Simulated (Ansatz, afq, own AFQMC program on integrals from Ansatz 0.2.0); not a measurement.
## O⁺, quartet: AFQMC among the cluster methods

A free O cation.

Basis cc-pVDZ. Noble-gas cores (and the filled d shells of Ga–Kr and In–Xe) are frozen. AFQMC by an in-house program on the Cholesky factors that Ansatz 0.2.0 writes for its CCSD(T) run. The CISD trial takes its coefficients from CCSD amplitudes. Released means that phaseless walkers are propagated on without the constraint, phases kept. Free AFQMC starts from the CCSD state and is never constrained. Its projection time is finite, and what remains of the start isn't in its error. ± is one standard error of the sampling.

Determinant: UHF, the one that the program's search chose, which needn't be the lowest solution.

Full CI is exact in this basis; its frozen core comes from its own orbitals, which moves totals by up to a few meV.

Cautions: full CI with its own frozen core.

```
T1 diagnostic                               : 0.0036
weight of the determinant in the CISD state : 0.979
⟨S²⟩ of the determinant                     : 3.754
size of the correlated space                : 5 electrons in 13 orbitals
```

Reference: full CI, correlation energy -2.320 eV. The released energy is read at 1.50 1/Eh (meV from the phaseless value at times in 1/Eh: -0.8 ± 0.6 at 0.24, -0.7 ± 0.5 at 0.50, -1.2 ± 0.5 at 1.00, -1.7 ± 0.7 at 1.50). CCSDTQ lies 4.6 meV below full CI, in part by the other frozen core, which shifts every row alike, so rows that close can't be ranked against it.

| level | E − E(reference) (kcal/mol) | share of correlation (%) |
| --- | --- | --- |
| HF | 53.49 | 0.00 |
| MP2 | 9.64 | 81.98 |
| CCSD | 0.29 | 99.46 |
| CCSD(T) | -0.04 | 100.08 |
| CCSDT | -0.10 | 100.18 |
| CCSDT(Q) | -0.10 | 100.20 |
| CCSDTQ | -0.11 | 100.20 |
| ph-AFQMC/HF | 0.09 ± 0.22 | 99.82 |
| ph-AFQMC/CISD | -0.08 ± 0.009 | 100.15 |
| released AFQMC | -0.12 ± 0.02 | 100.22 |
| free AFQMC | -0.12 ± 0.02 | 100.22 |

CCSDT and higher add their correlation energy to the determinant of the CCSD(T) run, since their own runs factorise the integrals more tightly (a shift of under 2 meV). Free projections are given only where their last times agree within the noise and don't stop above the reference; a slow remainder of the start can still hide under it. A walk keeps the symmetry of its determinant, which the program's search chose and which needn't be the lowest solution, so a lower state of the same spin and another symmetry isn't excluded. Released energies are given only where the last usable release times agree within the noise; a slower fall can still hide under it.
